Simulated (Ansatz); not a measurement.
# AlH₆NSi: up Jacob's ladder to CCSD(T)

The task here is to estimate one member of a computed series from the others.

Computed with Ansatz 0.2.0, Gaussian basis. Level: functionals in def2-TZVPP, the program's frozen cores in correlated methods.

Levels to be run: LDA (SPW92), PBE-D4, revPBE-D4, BLYP-D4, r2SCAN-D4, B97M-V, PBE0-D4, B3LYP-D4, r2SCANh-D4, r2SCAN0-D4, HSE06-D4, BHLYP-D4, CAM-B3LYP-D4, LC-ωPBE, ωB97X-V, ωB97M-V, B2PLYP, PBE-QIDH; CCSD(T)/def2-SVP; CCSD(T)/def2-TZVPP; MP2/def2-QZVPP; extrapolation to the limit; RPA on PBE.

1 further run of the same task is left out (it didn't finish).

### Structure used throughout

The geometry comes from an earlier relaxation with PBE0-D4 in a triple-zeta def2 set; it is a stationary point, not always the lowest conformer.

SMILES `N[SiH2][AlH2]`, 9 atoms, charge 0, spin multiplicity 1.

Atoms are counted from 1 here; the program's logs count them from 0.

Bond lengths: N1–Si2 1.731 Å, N1–H4 1.007 Å, N1–H5 1.008 Å, Si2–Al3 2.458 Å, Si2–H6 1.493 Å, Si2–H7 1.503 Å, Al3–H8 1.590 Å, Al3–H9 1.593 Å. Angles: Si2–N1–H4 119.2°, Si2–N1–H5 120.2°, H4–N1–H5 110.6°, N1–Si2–Al3 109.3°, N1–Si2–H6 107.6°, N1–Si2–H7 114.7°, Al3–Si2–H6 111.4°, Al3–Si2–H7 109.4°, H6–Si2–H7 104.3°, Si2–Al3–H8 121.3°, Si2–Al3–H9 120.4°, H8–Al3–H9 118.3°.

Coordinates:

```xyz
9
charge 0, multiplicity 1
N    -1.1694    0.8340   -0.8463
Si    0.4629    0.5524   -0.3449
Al    0.5098   -1.2967    1.2730
H    -1.7800    0.0477   -0.9973
H    -1.3789    1.5758   -1.4961
H     0.9743    1.8180    0.2598
H     1.4235    0.2622   -1.4642
H     1.7799   -1.5558    2.1943
H    -0.7337   -2.2840    1.4046
```

Set-up of the first run:

Input file in.yaml:

```yaml
crystal:
  periodic: [false, false, false]
  atoms:
    - {symbol: N, position_ang: [-1.169423, 0.834019, -0.846348]}
    - {symbol: Si, position_ang: [0.462896, 0.552438, -0.344926]}
    - {symbol: Al, position_ang: [0.509841, -1.296728, 1.273021]}
    - {symbol: H, position_ang: [-1.780023, 0.047707, -0.997267]}
    - {symbol: H, position_ang: [-1.378865, 1.575809, -1.496099]}
    - {symbol: H, position_ang: [0.974254, 1.818040, 0.259847]}
    - {symbol: H, position_ang: [1.423528, 0.262217, -1.464199]}
    - {symbol: H, position_ang: [1.779868, -1.555758, 2.194307]}
    - {symbol: H, position_ang: [-0.733678, -2.284044, 1.404563]}
basis:
  gaussian: {orbitals: def2-TZVPP}
hamiltonian: {xc: lda}
output: {orbitals: {seedname: orbitals}}
```

Command:

```bash
ansatz run in.yaml --threads 2 --pin off --events-out ev --progress --plain --max-ram 4352MiB
```

Steps of the session up to this table: LDA; PBE-D4 (GGA); revPBE-D4 (GGA); BLYP-D4 (GGA); r2SCAN-D4 (meta-GGA); B97M-V (meta-GGA); PBE0-D4 (hybrid); B3LYP-D4 (hybrid); r2SCANh-D4 (hybrid); r2SCAN0-D4 (hybrid); HSE06-D4 (hybrid); BHLYP-D4 (hybrid); CAM-B3LYP-D4 (range-separated); LC-ωPBE (range-separated); ωB97X-V (range-separated); ωB97M-V (range-separated); B2PLYP (double hybrid); PBE-QIDH (double hybrid).

One of the session's tables, all rows but one given; the rest of the session is left out.

It belongs to the step «Frontier levels by functional». 

```
  functional  HOMO (eV)  LUMO (eV)  gap (eV)
 LDA (SPW92)      -5.92      -2.91      3.01
      PBE-D4      -5.83      -2.69      3.13
   revPBE-D4      -5.78      -2.59      3.19
     BLYP-D4      -5.71      -2.56      3.15
   r2SCAN-D4      -6.10      -2.43      3.68
      B97M-V      -6.25      -2.66      3.58
     PBE0-D4      -7.09      -1.93      5.16
    B3LYP-D4      -6.89      -2.12      4.77
  r2SCANh-D4      -6.58      -2.17      4.41
  r2SCAN0-D4      -7.26      -1.78      5.48
    HSE06-D4      -6.69      -2.30      4.39
    BHLYP-D4          ?          ?         ?
CAM-B3LYP-D4      -8.41      -0.98      7.43
     LC-ωPBE      -9.72       0.10      9.82
     ωB97X-V      -9.40      -0.02      9.38
     ωB97M-V      -9.18      -0.30      8.88
```

Estimate the missing values for BHLYP-D4.

Worked estimate for «HOMO (eV)». Against the share of exact exchange, BLYP-D4 (0, -5.71), B3LYP-D4 (0.2, -6.89) give a slope of -5.90 per unit share; at 0.5 the line stands at -8.66.

The run gave: HOMO (eV): -8.18; LUMO (eV): -1.14; gap (eV): 7.04. In «HOMO (eV)» the line misses by -0.48.
